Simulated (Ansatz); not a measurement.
Input file for Ansatz (a program for electronic structure): U-PBE/def2-TZVPPD on H (SMILES [H]), 2S+1 = 2. Files ending in .json are basis or fitting sets from the Basis Set Exchange.

Ansatz 0.2 input:
```yaml
crystal:
  periodic: [false, false, false]
  atoms:
    - {symbol: H, position_ang: [0.00000000, 0.00000000, 0.00000000]}
basis:
  gaussian:
    orbitals: def2-TZVPPD.json
hamiltonian:
  xc: {name: PBE}
magnetization: {spin_polarized: true, initial_magnetization: 1}
```

Problem. What total energy does the run end on?

Solution. -0.4996 hartree.
